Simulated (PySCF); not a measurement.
# Atomic charges by several schemes

Species: heptazine, C6H3N7.
Numbering: `[CH:1]1=[N:2][C:3]2=[N:4][CH:5]=[N:6][C:7]3=[N:8][CH:9]=[N:10][C:11](=[N:12]1)[N:13]23` (hydrogens: H14 on C1; H15 on C5; H16 on C9)

Geometry (GFN2-xTB, Å), atoms numbered from 1 in this order:
```
atom  x, y, z in Å
C1     2.597    0.116    0.243
N2     2.068   -1.090    0.207
C3     0.747   -1.170    0.188
N4     0.119   -2.334    0.154
C5    -1.199   -2.307    0.136
N6    -1.979   -1.244    0.147
C7    -1.388   -0.061    0.181
N8    -2.082    1.065    0.195
C9    -1.400    2.193    0.232
N10   -0.090    2.337    0.254
C11    0.640    1.233    0.240
N12    1.962    1.270    0.261
N13    0.000    0.001    0.204
H14    3.679    0.163    0.260
H15   -1.697   -3.267    0.110
H16   -1.983    3.104    0.244
```

Density: PBE0/pcSseg-1 (PySCF); schemes: Mulliken, IAO, Hirshfeld and ESP-fitted. Geometry: GFN2-xTB; no solvent, vibrations or thermal averaging.

Give the atomic charges in each scheme.

In e:

```json
{"atom": "C1", "environment": "C=N carbon", "Mulliken": "+0.270", "IAO": "+0.163", "Hirshfeld": "+0.114", "ESP-fitted": "+0.714"}
{"atom": "N2", "environment": "C=N nitrogen", "Mulliken": "-0.436", "IAO": "-0.338", "Hirshfeld": "-0.186", "ESP-fitted": "-0.915"}
{"atom": "C3", "environment": "C=N carbon", "Mulliken": "+0.726", "IAO": "+0.368", "Hirshfeld": "+0.179", "ESP-fitted": "+1.452"}
{"atom": "N4", "environment": "C=N nitrogen", "Mulliken": "-0.436", "IAO": "-0.338", "Hirshfeld": "-0.186", "ESP-fitted": "-0.918"}
{"atom": "C5", "environment": "C=N carbon", "Mulliken": "+0.270", "IAO": "+0.163", "Hirshfeld": "+0.114", "ESP-fitted": "+0.719"}
{"atom": "N6", "environment": "C=N nitrogen", "Mulliken": "-0.436", "IAO": "-0.338", "Hirshfeld": "-0.186", "ESP-fitted": "-0.915"}
{"atom": "C7", "environment": "C=N carbon", "Mulliken": "+0.726", "IAO": "+0.368", "Hirshfeld": "+0.179", "ESP-fitted": "+1.448"}
{"atom": "N8", "environment": "C=N nitrogen", "Mulliken": "-0.436", "IAO": "-0.338", "Hirshfeld": "-0.186", "ESP-fitted": "-0.918"}
{"atom": "C9", "environment": "C=N carbon", "Mulliken": "+0.270", "IAO": "+0.163", "Hirshfeld": "+0.114", "ESP-fitted": "+0.722"}
{"atom": "N10", "environment": "C=N nitrogen", "Mulliken": "-0.436", "IAO": "-0.338", "Hirshfeld": "-0.186", "ESP-fitted": "-0.918"}
{"atom": "C11", "environment": "C=N carbon", "Mulliken": "+0.726", "IAO": "+0.368", "Hirshfeld": "+0.179", "ESP-fitted": "+1.445"}
{"atom": "N12", "environment": "C=N nitrogen", "Mulliken": "-0.436", "IAO": "-0.338", "Hirshfeld": "-0.186", "ESP-fitted": "-0.912"}
{"atom": "N13", "environment": "nitrogen bonded to 3 C", "Mulliken": "-0.781", "IAO": "-0.122", "Hirshfeld": "+0.013", "ESP-fitted": "-1.249"}
{"atom": "H14", "environment": "hydrogen on a C=N carbon", "Mulliken": "+0.137", "IAO": "+0.184", "Hirshfeld": "+0.074", "ESP-fitted": "+0.082"}
{"atom": "H15", "environment": "hydrogen on a C=N carbon", "Mulliken": "+0.137", "IAO": "+0.184", "Hirshfeld": "+0.074", "ESP-fitted": "+0.082"}
{"atom": "H16", "environment": "hydrogen on a C=N carbon", "Mulliken": "+0.137", "IAO": "+0.184", "Hirshfeld": "+0.074", "ESP-fitted": "+0.081"}
```

Mean size of the charges over all atoms: ESP-fitted 0.843 e, Mulliken 0.425 e, IAO 0.268 e, Hirshfeld 0.139 e. Each set sums to the total charge, 0, to within 0.001 e. The IAO scheme projects the occupied orbitals on a minimal set of polarised atomic orbitals and counts the electrons in each atom's part of it. The Hirshfeld scheme weights the molecular density at each point by an atom's share of the summed free-atom densities.

Lowest charge. The schemes don't all agree: Mulliken N13 (-0.781); IAO N2, N4, N6, N8 and 2 more (-0.338); Hirshfeld N2, N4, N6, N8 and 2 more (-0.186); ESP-fitted N13 (-1.249).

Highest charge. All schemes pick atoms of one kind: Mulliken C3, C7 and C11 (+0.726); IAO C3, C7 and C11 (+0.368); Hirshfeld C3, C7 and C11 (+0.179); ESP-fitted C3 (+1.452).

How closely do the schemes follow one another over all atoms?

Correlation coefficient and root-mean-square difference: Mulliken with ESP-fitted 0.99, 0.486 e; IAO with Hirshfeld 0.98, 0.138 e; IAO with ESP-fitted 0.93, 0.695 e; Mulliken with IAO 0.92, 0.240 e; Hirshfeld with ESP-fitted 0.90, 0.818 e; Mulliken with Hirshfeld 0.87, 0.352 e.

Sum the charges by element.

```tsv
element	atoms	Mulliken	IAO	Hirshfeld	ESP-fitted
C	6	+2.987	+1.595	+0.881	+6.501
N	7	-3.399	-2.147	-1.103	-6.745
H	3	+0.411	+0.553	+0.222	+0.245
```

These values come from a run that also computed NMR shieldings. Time: 97 s wall. Hardware: one thread of an Arm Neoverse V2, shared host.
